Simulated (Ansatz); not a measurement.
**SiH3+ (singlet): wave-function methods side by side, 6-31G**

An exercise on one series of results from a longer session: the logs are not shown, and one member is left open.

Program: Ansatz 0.2.0, Gaussian basis. Level of theory: 6-31G, core rule «outside noble gas», up to 5 orbitals frozen. These are calculated values, not measurements.

Plan: UHF; CCSD(T) on RHF; BCCD(T) on RHF; CISD; CCSDT(Q) on RHF; CISDTQ; CCSDTQ on RHF; CASSCF and MRCISD+Q, 6 electrons in 7 orbitals; CASSCF and NEVPT2, 6 electrons in 7 orbitals; Full CI.

21 further runs of the same task are left out: 10 that didn't finish, 11 set aside as unsound or not needed.

## What is computed

The geometry is a PBE0/def2-TZVP stationary point (not a proven minimum) of the parent state, kept for this charge and spin.

4 atoms, charge 1, spin multiplicity 1.

Atoms are counted from 1 here; the program's logs count them from 0.

Bond lengths: Si1–H2 1.486 Å, Si1–H3 1.486 Å, Si1–H4 1.486 Å. Angles: H2–Si1–H3 111.3°, H2–Si1–H4 111.3°, H3–Si1–H4 111.3°.

The first run:

in.yaml reads:

```yaml
crystal:
  periodic: [false, false, false]
  atoms:
    - {symbol: Si, position_ang: [0.000090, -0.000062, -0.043737]}
    - {symbol: H, position_ang: [1.415348, 0.014593, 0.409118]}
    - {symbol: H, position_ang: [-0.721058, 1.220018, 0.403029]}
    - {symbol: H, position_ang: [-0.696788, -1.232882, 0.406559]}
basis:
  gaussian: {orbitals: 6-31G}
total_charge: 1
magnetization: {spin_polarized: true, initial_magnetization: 0}
hamiltonian: {xc: hf}
output: {orbitals: {seedname: orbitals}}
```

Started as:

```bash
$ ansatz run in.yaml --threads 1 --pin off --events-out ev --progress --plain --max-ram 2393MiB
```

Among the steps run: UHF; CCSD(T) on RHF; BCCD(T) on RHF; CISD; CCSDT(Q) on RHF; CISDTQ; CCSDTQ on RHF; CASSCF and MRCISD+Q, 6 electrons in 7 orbitals; CASSCF and NEVPT2, 6 electrons in 7 orbitals; Full CI.

One of the session's tables, all rows but one given; the rest of the session is left out.

It belongs to the step «Misses and costs». 

```
          method  from FCI (meV)
             RHF         +1917.7
            RMP2          +591.0
            CISD           +81.5
           RCCSD           +28.9
        RCCSD(T)            +9.5
         BCCD(T)            +9.6
          RCCSDT            +0.6
          CISDTQ            +1.0
       RCCSDT(Q)               ?
         RCCSDTQ             0.0
  CASSCF valence          +286.5
  NEVPT2 valence           +83.7
  MRCISD valence            +5.2
MRCISD+Q valence            +3.4
             FCI               0
```

Q: Estimate the row for RCCSDT(Q) from the others.

The run gave: from FCI (meV): +0.2. In the column «from FCI (meV)» it lies between FCI (0) and RCCSDT (+0.6).
